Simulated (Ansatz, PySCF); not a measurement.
Dissociation curve of SMILES ClC, singlet. The C1–Cl5 bond (C1 also carries H, H, H; Cl5 carries nothing else) is stretched with both fragments frozen at the PBE0/def2-TZVP optimised geometry.

RKS-M06-2X/6-31G* = restricted M06-2X/6-31G*, spherical d (PySCF 2.14.0); UKS-PBE = unrestricted PBE/def2-TZVP run with Ansatz (a program for electronic structure); NEVPT2 = SC-NEVPT2 on CASSCF(2,2)/def2-TZVP, all electrons correlated in PySCF 2.14.0; UHF/def2-TZVP (PySCF).

Energies are in kcal/mol, each relative to the lowest point of its own curve near equilibrium.

```tsv
R / Å	RKS-M06-2X/6-31G*	UKS-PBE	NEVPT2	UHF
1.43	62.7	58.6	62.1	61.4
1.52	29.4	27.7	29.9	28.6
1.60	12.4	11.8	13.0	11.9
1.67	4.2	4.1	4.6	3.9
1.73	0.8	0.8	1.0	0.7
1.77	0.0	0.0	0.0	0.0
1.84	0.7	0.4	0.4	0.9
1.86	1.2	0.9	0.9	1.6
1.94	4.9	4.1	4.3	5.6
2.04	11.7	10.1	10.7	12.7
2.20	25.0	21.8	23.4	26.8
2.37	40.2	35.1	37.6	40.2
2.67	65.6	56.5	59.9	51.6
2.90	82.4	69.7	72.6	55.3
3.16	98.2	79.0	82.1	57.3
3.52	114.6	85.8	88.7	58.5
3.92	127.2	89.6	91.4	59.0
4.32	135.7	91.6	92.4	59.2
4.79	142.3	92.8	92.7	59.3
5.30	146.8	93.5	92.9	59.4
6.23	151.3	94.0	93.0	59.4
```

At the longest distance, 6.23 Å, RKS-M06-2X/6-31G* lies highest above its minimum (151.3 kcal/mol) and UHF lowest (59.4 kcal/mol).

The restricted form behind RKS-M06-2X/6-31G* keeps the bonding electrons paired and can't separate into open-shell fragments. The unrestricted determinant behind UKS-PBE is spin-contaminated at 2.90 to 6.23 Å (<S²> up to 0.9, against 0.00 for a pure singlet). The unrestricted solution behind UHF changes between 2.37 and 2.67 Å, which can leave a kink. The unrestricted determinant behind UHF is spin-contaminated at 2.37 to 6.23 Å (<S²> up to 1.0, against 0.00 for a pure singlet).
